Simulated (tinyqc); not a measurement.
Worked calculation (part 2 of 2): RHF in the sto-3g basis, for H2F+, spin multiplicity 1. Computed by tinyqc, a small Python program that keeps every step (integrals from PySCF). Command: `OMP_NUM_THREADS=1 python tinyqc.py 24719 24720 out.jsonl` (the two numbers bound the seeds that draw the settings). One thread of a shared host (Intel(R) Xeon(R) Processor @ 2.60GHz), about 0.06 s of CPU time with the checks.

Geometry (angstrom):

| atom | x | y | z |
|---|---|---|---|
| F | 0.000000 | 0.000000 | 0.000000 |
| H | 0.000000 | 0.885000 | 0.622000 |
| H | 0.000000 | -0.885000 | 0.622000 |

## Iteration 23 (converged): orbitals

converged F (hartree):
```
             1F 1s      1F 2s     1F 2px     1F 2py     1F 2pz      2H 1s      3H 1s
1F 1s   -26.581509  -6.778713   0.000000   0.000000  -0.021496  -0.966357  -0.966357
1F 2s    -6.778713  -3.591618   0.000000   0.000000  -0.096166  -1.034926  -1.034926
1F 2px    0.000000   0.000000  -1.010020  -0.000001   0.000000   0.000000  -0.000001
1F 2py    0.000000   0.000000  -0.000001  -0.920672   0.000000  -0.485083   0.485083
1F 2pz   -0.021496  -0.096166   0.000000   0.000000  -0.956528  -0.388785  -0.388785
2H 1s    -0.966357  -1.034926   0.000000  -0.485083  -0.388785  -0.753866  -0.302816
3H 1s    -0.966357  -1.034926  -0.000001   0.485083  -0.388785  -0.302816  -0.753866
```

X:
```
            1F 1s      1F 2s    1F 2px     1F 2py     1F 2pz      2H 1s      3H 1s
1F 1s    1.023533  -0.134382  0.000000   0.000000  -0.005129   0.016545   0.016545
1F 2s   -0.134382   1.124395  0.000000   0.000000   0.047977  -0.188081  -0.188081
1F 2px   0.000000   0.000000  1.000000   0.000000   0.000000   0.000000   0.000000
1F 2py   0.000000   0.000000  0.000000   1.054594   0.000000  -0.149173   0.149173
1F 2pz  -0.005129   0.047977  0.000000   0.000000   1.022518  -0.088624  -0.088624
2H 1s    0.016545  -0.188081  0.000000  -0.149173  -0.088624   1.096334  -0.066535
3H 1s    0.016545  -0.188081  0.000000   0.149173  -0.088624  -0.066535   1.096334
```

Diagonalise F' = X^T F X, C = X C', fill 5 alpha and 5 beta electrons from the bottom; D = 2 C_occ C_occ^T. Each column has its largest component positive (the first on a tie).

F' = X^T F X (hartree):
```
            1          2          3          4          5          6          7
1  -26.104061  -3.433831   0.000000   0.000000  -0.040321  -0.104855  -0.104855
2   -3.433831  -2.267542   0.000000   0.000000   0.033645  -0.423866  -0.423866
3    0.000000   0.000000  -1.010020  -0.000001   0.000000   0.000000  -0.000001
4    0.000000   0.000000  -0.000001  -0.738770   0.000000  -0.393393   0.393393
5   -0.040321   0.033645   0.000000   0.000000  -0.874759  -0.268796  -0.268796
6   -0.104855  -0.423866   0.000000  -0.393393  -0.268796  -0.381321  -0.066994
7   -0.104855  -0.423866  -0.000001   0.393393  -0.268796  -0.066994  -0.381321
```

orbital energies (hartree): MO1 -26.590963, MO2 -2.003261, MO3 -1.121992, MO4 -1.035814, MO5 -1.010020, MO6 -0.064640, MO7 0.068896

coefficients C:
```
              MO1        MO2        MO3        MO4        MO5        MO6        MO7
1F 1s    0.994799  -0.251571   0.000000   0.062555   0.000000   0.097089   0.000000
1F 2s    0.022074   0.957536   0.000000  -0.311770  -0.000002  -0.583790   0.000000
1F 2px   0.000000   0.000000   0.000003  -0.000006   1.000000  -0.000001  -0.000001
1F 2py   0.000000   0.000000   0.748819   0.000000  -0.000001   0.000000   0.771974
1F 2pz   0.002063   0.091439   0.000000   0.868536   0.000005  -0.548506   0.000000
2H 1s   -0.003639   0.081630   0.343602   0.225296   0.000000   0.718548  -0.761789
3H 1s   -0.003639   0.081630  -0.343602   0.225296   0.000003   0.718548   0.761789
```

D after iteration 23:
```
            1F 1s      1F 2s     1F 2px     1F 2py     1F 2pz      2H 1s      3H 1s
1F 1s    2.113651  -0.476863   0.000000   0.000000   0.066761  -0.020125  -0.020125
1F 2s   -0.476863   2.029125  -0.000001   0.000000  -0.366365   0.015685   0.015685
1F 2px   0.000000  -0.000001   2.000000   0.000001  -0.000001   0.000000   0.000002
1F 2py   0.000000   0.000000   0.000001   1.121460   0.000000   0.514592  -0.514592
1F 2pz   0.066761  -0.366365  -0.000001   0.000000   1.525441   0.406269   0.406269
2H 1s   -0.020125   0.015685   0.000000   0.514592   0.406269   0.350995  -0.121255
3H 1s   -0.020125   0.015685   0.000002  -0.514592   0.406269  -0.121255   0.350995
```

## Convergence

Stop when the energy changes by less than 1e-10 hartree and every element of the error matrix X^T (F D S - S D F) X is below 3e-06.

Course of the cycle:

| iteration | E (hartree) | change | largest element of the error matrix |
|---|---|---|---|
| 1 | -86.59815153 | - | 1.77e+01 |
| 2 | -98.39873192 | -1.18e+01 | 4.87e-01 |
| 3 | -98.79493162 | -3.96e-01 | 1.61e-01 |
| 4 | -98.83254315 | -3.76e-02 | 7.26e-02 |
| 5 | -98.84001158 | -7.47e-03 | 4.21e-02 |
| 6 | -98.84215463 | -2.14e-03 | 2.41e-02 |
| 7 | -98.84282165 | -6.67e-04 | 1.38e-02 |
| 8 | -98.84303520 | -2.14e-04 | 7.91e-03 |
| 9 | -98.84310427 | -6.91e-05 | 4.53e-03 |
| 10 | -98.84312669 | -2.24e-05 | 2.60e-03 |
| 11 | -98.84313398 | -7.29e-06 | 1.49e-03 |
| 12 | -98.84313636 | -2.37e-06 | 8.52e-04 |
| 13 | -98.84313713 | -7.73e-07 | 4.88e-04 |
| 14 | -98.84313738 | -2.52e-07 | 2.80e-04 |
| 15 | -98.84313747 | -8.21e-08 | 1.60e-04 |
| 16 | -98.84313749 | -2.68e-08 | 9.19e-05 |
| 17 | -98.84313750 | -8.74e-09 | 5.27e-05 |
| 18 | -98.84313751 | -2.85e-09 | 3.02e-05 |
| 19 | -98.84313751 | -9.31e-10 | 1.73e-05 |
| 20 | -98.84313751 | -3.04e-10 | 9.93e-06 |
| 21 | -98.84313751 | -9.94e-11 | 5.69e-06 |
| 22 | -98.84313751 | -3.25e-11 | 3.26e-06 |
| 23 | -98.84313751 | -1.06e-11 | 1.87e-06 |

PySCF RHF in the same basis = -98.84313751 hartree

Converged in 23 iterations.

## Populations, bond orders and dipole

overlap S:
```
           1F 1s     1F 2s    1F 2px     1F 2py    1F 2pz     2H 1s      3H 1s
1F 1s   1.000000  0.237990  0.000000   0.000000  0.000000  0.033347   0.033347
1F 2s   0.237990  1.000000  0.000000   0.000000  0.000000  0.346347   0.346347
1F 2px  0.000000  0.000000  1.000000   0.000000  0.000000  0.000000   0.000000
1F 2py  0.000000  0.000000  0.000000   1.000000  0.000000  0.236822  -0.236822
1F 2pz  0.000000  0.000000  0.000000   0.000000  1.000000  0.166444   0.166444
2H 1s   0.033347  0.346347  0.000000   0.236822  0.166444  1.000000   0.171893
3H 1s   0.033347  0.346347  0.000000  -0.236822  0.166444  0.171893   1.000000
```

Mulliken: Z minus the diagonal of D S on the atom; Loewdin: the same with S^(1/2) D S^(1/2); Mayer order: 2 sum_s sum (D(s) S)_ij (D(s) S)_ji over the two atoms.

Charges (e):

| atom | Mulliken | Loewdin |
|---|---|---|
| 1F | 0.048802 | 0.166855 |
| 2H | 0.475599 | 0.416573 |
| 3H | 0.475599 | 0.416573 |

Mayer bond orders:

| pair | order |
|---|---|
| 2-1 | 0.761616 |
| 3-1 | 0.761616 |
| 3-2 | 0.012189 |

dipole moment about the origin, x y z (debye): 0.000000  0.000000  3.263983
